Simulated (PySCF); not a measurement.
# Ionisation energy of Si by level of theory

Si [Ne] 3s2 3p2 (3P) → Si⁺ [Ne] 3s2 3p1 (2P), as a difference of total energies. Calculation: PySCF 2.14, in x2c-QZVPPall with one added diffuse shell each of s, p, d, f type (10s7p5d3f1g, 86 functions); scalar relativity by spin-free X2C-1e. Correlated levels: valence: [Ne] frozen; valence and next inner shell: 1s2 frozen. The calculations carry no spin-orbit coupling.

| method | ionisation energy (eV) | error (eV) |
| --- | --- | --- |
| UHF | 7.626 | -0.531 |
| LDA | 8.223 | +0.066 |
| PBE | 8.187 | +0.030 |
| PBE0 | 8.208 | +0.051 |
| r2SCAN | 8.308 | +0.151 |
| B97-3 | 8.038 | -0.119 |
| BP86 | 8.243 | +0.086 |
| M06-2X | 7.966 | -0.191 |
| M06-L | 8.054 | -0.103 |
| MP2 (valence) | 8.063 | -0.094 |
| SCS-MP2 (valence) | 7.975 | -0.182 |
| MP2 (valence and next inner shell) | 8.055 | -0.102 |
| SCS-MP2 (valence and next inner shell) | 7.969 | -0.188 |

Reference: 8.157 eV (measured; NIST levels, between the centres of gravity of the two terms).

Errors of the correlated levels include the incompleteness of this basis and the frozen core.
